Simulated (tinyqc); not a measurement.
Inside a calculation. Method: UKS/LDA (VWN5) in the sto-3g basis, for H2O+, spin multiplicity 2. One step of it, computed by the program tinyqc.

Question. Iteration 1: building the Kohn-Sham matrix. J_ij = sum D_kl (ij|kl) with D = D(alpha) + D(beta); F = H + J + V_xc; E = tr D H + tr D J / 2 + E_xc + E_nn.

D(alpha) at the start, lower triangle:
```
            1O 1s      1O 2s    1O 2px     1O 2py     1O 2pz     2H 1s     3H 1s
1O 1s    1.063527
1O 2s   -0.275113   1.189927
1O 2px   0.000000   0.000000  1.000000
1O 2py   0.000000   0.000000  0.000000   1.079534
1O 2pz  -0.015980   0.089866  0.000000   0.000000   1.060190
2H 1s    0.027280  -0.116057  0.000000  -0.113434  -0.091772  0.029780
3H 1s    0.027280  -0.116057  0.000000   0.113434  -0.091772  0.005942  0.029780
```

D(beta) at the start, lower triangle:
```
            1O 1s      1O 2s    1O 2px     1O 2py     1O 2pz     2H 1s     3H 1s
1O 1s    1.063527
1O 2s   -0.275113   1.189927
1O 2px   0.000000   0.000000  0.000000
1O 2py   0.000000   0.000000  0.000000   1.079534
1O 2pz  -0.015980   0.089866  0.000000   0.000000   1.060190
2H 1s    0.027280  -0.116057  0.000000  -0.113434  -0.091772  0.029780
3H 1s    0.027280  -0.116057  0.000000   0.113434  -0.091772  0.005942  0.029780
```

core Hamiltonian H = T + V (hartree), lower triangle:
```
             1O 1s      1O 2s     1O 2px     1O 2py     1O 2pz      2H 1s      3H 1s
1O 1s   -32.494864
1O 2s    -7.559297  -9.121204
1O 2px    0.000000   0.000000  -7.279946
1O 2py    0.000000   0.000000   0.000000  -7.355137
1O 2pz   -0.013522  -0.167713   0.000000   0.000000  -7.347585
2H 1s    -0.969641  -2.411206   0.000000  -1.323589  -1.299816  -4.239258
3H 1s    -0.969641  -2.411206   0.000000   1.323589  -1.299816  -0.969366  -4.239258
```

Two-electron integrals (ij|kl) in chemists' order, unique and non-zero (hartree):
```
(11|11) 4.785065    (21|11) 0.741380    (21|21) 0.136873    (22|11) 1.118947
(22|21) 0.256633    (22|22) 0.817206    (31|31) 0.024477    (32|31) 0.037809
(32|32) 0.180518    (33|11) 1.115814    (33|21) 0.256684    (33|22) 0.817023
(33|33) 0.880159    (41|41) 0.024477    (42|41) 0.037809    (42|42) 0.180518
(43|43) 0.047444    (44|11) 1.115814    (44|21) 0.256684    (44|22) 0.817023
(44|33) 0.785270    (44|44) 0.880159    (51|51) 0.024477    (52|51) 0.037809
(52|52) 0.180518    (53|53) 0.047444    (54|54) 0.047444    (55|11) 1.115814
(55|21) 0.256684    (55|22) 0.817023    (55|33) 0.785270    (55|44) 0.785270
(55|55) 0.880159    (61|11) 0.095282    (61|21) 0.017462    (61|22) 0.032599
(61|33) 0.032536    (61|41) 0.000570    (61|42) 0.001079    (61|44) 0.032638
(61|51) 0.000541    (61|52) 0.001023    (61|54) 0.000097    (61|55) 0.032628
(61|61) 0.002255    (62|11) 0.258949    (62|21) 0.060255    (62|22) 0.215852
(62|33) 0.212001    (62|41) 0.003274    (62|42) 0.026261    (62|44) 0.217969
(62|51) 0.003105    (62|52) 0.024908    (62|54) 0.005660    (62|55) 0.217369
(62|61) 0.007853    (62|62) 0.073877    (63|31) 0.005964    (63|32) 0.035942
(63|43) 0.005287    (63|53) 0.005015    (63|63) 0.009921    (64|11) 0.143750
(64|21) 0.033852    (64|22) 0.129497    (64|33) 0.123792    (64|41) 0.007560
(64|42) 0.050647    (64|44) 0.137730    (64|51) 0.001513    (64|52) 0.013947
(64|54) 0.008204    (64|55) 0.126818    (64|61) 0.004582    (64|62) 0.053915
(64|64) 0.048835    (65|11) 0.136340    (65|21) 0.032107    (65|22) 0.122821
(65|33) 0.117411    (65|41) 0.001513    (65|42) 0.013947    (65|44) 0.120601
(65|51) 0.007400    (65|52) 0.049170    (65|54) 0.008313    (65|55) 0.130310
(65|61) 0.004346    (65|62) 0.051136    (65|64) 0.036908    (65|65) 0.044926
(66|11) 0.433522    (66|21) 0.102476    (66|22) 0.423094    (66|33) 0.407194
(66|41) 0.006492    (66|42) 0.073676    (66|44) 0.432042    (66|51) 0.006157
(66|52) 0.069878    (66|54) 0.023567    (66|55) 0.429546    (66|61) 0.013431
(66|62) 0.192030    (66|64) 0.160046    (66|65) 0.151796    (66|66) 0.774606
(71|11) 0.095282    (71|21) 0.017462    (71|22) 0.032599    (71|33) 0.032536
(71|41) -0.000570   (71|42) -0.001079   (71|44) 0.032638    (71|51) 0.000541
(71|52) 0.001023    (71|54) -0.000097   (71|55) 0.032628    (71|61) 0.002227
(71|62) 0.007644    (71|64) 0.004119    (71|65) 0.004235    (71|66) 0.012998
(71|71) 0.002255    (72|11) 0.258949    (72|21) 0.060255    (72|22) 0.215852
(72|33) 0.212001    (72|41) -0.003274   (72|42) -0.026261   (72|44) 0.217969
(72|51) 0.003105    (72|52) 0.024908    (72|54) -0.005660   (72|55) 0.217369
(72|61) 0.007644    (72|62) 0.059702    (72|64) 0.030247    (72|65) 0.040229
(72|66) 0.126165    (72|71) 0.007853    (72|72) 0.073877    (73|31) 0.005964
(73|32) 0.035942    (73|43) -0.005287   (73|53) 0.005015    (73|63) 0.007758
(73|73) 0.009921    (74|11) -0.143750   (74|21) -0.033852   (74|22) -0.129497
(74|33) -0.123792   (74|41) 0.007560    (74|42) 0.050647    (74|44) -0.137730
(74|51) -0.001513   (74|52) -0.013947   (74|54) 0.008204    (74|55) -0.126818
(74|61) -0.004119   (74|62) -0.030247   (74|64) -0.007957   (74|65) -0.020001
(74|66) -0.058576   (74|71) -0.004582   (74|72) -0.053915   (74|74) 0.048835
(75|11) 0.136340    (75|21) 0.032107    (75|22) 0.122821    (75|33) 0.117411
(75|41) -0.001513   (75|42) -0.013947   (75|44) 0.120601    (75|51) 0.007400
(75|52) 0.049170    (75|54) -0.008313   (75|55) 0.130310    (75|61) 0.004235
(75|62) 0.040229    (75|64) 0.020001    (75|65) 0.034477    (75|66) 0.092744
(75|71) 0.004346    (75|72) 0.051136    (75|74) -0.036908   (75|75) 0.044926
(76|11) 0.093846    (76|21) 0.022083    (76|22) 0.087342    (76|33) 0.085040
(76|44) 0.086438    (76|51) 0.001667    (76|52) 0.016622    (76|55) 0.090450
(76|61) 0.002857    (76|62) 0.031024    (76|64) 0.019715    (76|65) 0.024164
(76|66) 0.089343    (76|71) 0.002857    (76|72) 0.031024    (76|74) -0.019715
(76|75) 0.024164    (76|76) 0.017157    (77|11) 0.433522    (77|21) 0.102476
(77|22) 0.423094    (77|33) 0.407194    (77|41) -0.006492   (77|42) -0.073676
(77|44) 0.432042    (77|51) 0.006157    (77|52) 0.069878    (77|54) -0.023567
(77|55) 0.429546    (77|61) 0.012998    (77|62) 0.126165    (77|64) 0.058576
(77|65) 0.092744    (77|66) 0.300508    (77|71) 0.013431    (77|72) 0.192030
(77|74) -0.160046   (77|75) 0.151796    (77|76) 0.089343    (77|77) 0.774606
```

nuclear repulsion = 7.33995541 hartree

V_xc(alpha) (hartree), lower triangle:
```
            1O 1s      1O 2s     1O 2px     1O 2py     1O 2pz      2H 1s      3H 1s
1O 1s   -2.953102
1O 2s   -0.430192  -0.835574
1O 2px   0.000000   0.000000  -0.826949
1O 2py   0.000000   0.000000   0.000000  -0.831387
1O 2pz  -0.001128  -0.000460   0.000000   0.000000  -0.833519
2H 1s   -0.055620  -0.186796   0.000000  -0.099515  -0.094468  -0.201975
3H 1s   -0.055620  -0.186796   0.000000   0.099515  -0.094468  -0.056024  -0.201975
```

V_xc(beta) (hartree), lower triangle:
```
            1O 1s      1O 2s     1O 2px     1O 2py     1O 2pz      2H 1s      3H 1s
1O 1s   -2.936246
1O 2s   -0.418163  -0.776965
1O 2px   0.000000   0.000000  -0.716238
1O 2py   0.000000   0.000000   0.000000  -0.798637
1O 2pz  -0.001217  -0.000640   0.000000   0.000000  -0.800690
2H 1s   -0.054188  -0.176021   0.000000  -0.096059  -0.091162  -0.195967
3H 1s   -0.054188  -0.176021   0.000000   0.096059  -0.091162  -0.053444  -0.195967
```

E_xc = sum of w rho eps_xc = -8.91301641 hartree

Give: Coulomb J; F(alpha); F(beta); total energy of this density.

Answer.

Coulomb J (hartree), lower triangle:
```
          1O 1s    1O 2s  1O 2px   1O 2py  1O 2pz   2H 1s   3H 1s
1O 1s   17.5198
1O 2s    3.2985   8.0074
1O 2px   0.0000   0.0000  7.9383
1O 2py   0.0000   0.0000  0.0000   8.0307
1O 2pz   0.0032  -0.0005  0.0000   0.0000  8.0302
2H 1s    0.4214   2.0381  0.0000   1.2004  1.1370  3.8241
3H 1s    0.4214   2.0381  0.0000  -1.2004  1.1370  0.7997  3.8241
```

F(alpha) (hartree), lower triangle:
```
           1O 1s    1O 2s   1O 2px   1O 2py   1O 2pz    2H 1s    3H 1s
1O 1s   -17.9282
1O 2s    -4.6909  -1.9494
1O 2px    0.0000   0.0000  -0.1686
1O 2py    0.0000   0.0000   0.0000  -0.1558
1O 2pz   -0.0114  -0.1686   0.0000   0.0000  -0.1509
2H 1s    -0.6039  -0.5599   0.0000  -0.2227  -0.2573  -0.6171
3H 1s    -0.6039  -0.5599   0.0000   0.2227  -0.2573  -0.2257  -0.6171
```

F(beta) (hartree), lower triangle:
```
           1O 1s    1O 2s   1O 2px   1O 2py   1O 2pz    2H 1s    3H 1s
1O 1s   -17.9114
1O 2s    -4.6789  -1.8908
1O 2px    0.0000   0.0000  -0.0579
1O 2py    0.0000   0.0000   0.0000  -0.1230
1O 2pz   -0.0115  -0.1688   0.0000   0.0000  -0.1181
2H 1s    -0.6024  -0.5491   0.0000  -0.2193  -0.2540  -0.6111
3H 1s    -0.6024  -0.5491   0.0000   0.2193  -0.2540  -0.2231  -0.6111
```

total energy of this density = -73.351705 hartree
